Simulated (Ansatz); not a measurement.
Pb (fcc): energy against volume

All numbers below come from DFT, r2SCAN, plane waves (500 eV) with PAW, scalar-relativistic (Ansatz 0.2.0). (PAW data from PBE, frozen cores regenerated.)

The cell is scaled uniformly from the relaxed one, with fractional coordinates and shape fixed. Energies are extrapolated to zero smearing, pressures are those at the given smearing. Magnetic state: spin not included.

A Birch-Murnaghan fit gives V₀ = 31.14 Å³/atom, B₀ = 44 GPa, B₀′ = 4.8.

Question: What are the energy above the minimum and the pressure at 27.324 Å³/atom?

Answer: 82.6 meV/atom and 7.93 GPa as computed.

Question: What are the energy above the minimum and the pressure at 29.807 Å³/atom?

Answer: 8.5 meV/atom and 2.18 GPa as computed.

Question: What are the energy above the minimum and the pressure at 34.775 Å³/atom?

Answer: 46.7 meV/atom and -3.70 GPa as computed.
